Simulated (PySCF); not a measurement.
Compound: C2H6O.
Bonds: C1–C2, C2–O3. Hydrogens: H4, H5, H6 on C1; H7, H8 on C2; H9 on O3.

Method: PySCF, PBE0-D3(BJ)/def2-SVP geometry optimisation, gas phase.

Problem. List the bond lengths, angles and torsions at this level.

Solution. 
| bond | length (Å) | order |
| --- | --- | --- |
| C1–C2 | 1.516 | single |
| C2–O3 | 1.403 | single |
| C1–H4, C1–H5, C1–H6 | 1.102 | single |
| C2–H7, C2–H8 | 1.106 | single |
| O3–H9 | 0.963 | single |

Bonds in one row agree within 0.01 Å and their mean is given. Orders are formal, as drawn. A selection of angles:
| angle | degrees |
| --- | --- |
| C2–C1–H4 | 111.3 |
| H4–C1–H5 | 108.5 |
| C1–C2–O3 | 113.1 |
| C1–C2–H7 | 109.8 |
| O3–C2–H7 | 111.6 |
| O3–C2–H8 | 106.1 |
| H7–C2–H8 | 106.2 |
| C2–O3–H9 | 107.9 |

Torsions: H9–O3–C2–C1 61° (synclinal). The mirror-image conformer, all signs reversed, is as good.

Of the pairs four or more bonds apart, H6···H9 is among the closest relative to their van der Waals radii: 2.52 Å, 105 % of the sum of Bondi's values. O3 (alcohol oxygen) is bent (angle 107.9°).

Not checked by PBE0-D3(BJ)/def2-SVP frequencies. The numbers are those of one conformer (C1–C2–O3–H 61°).
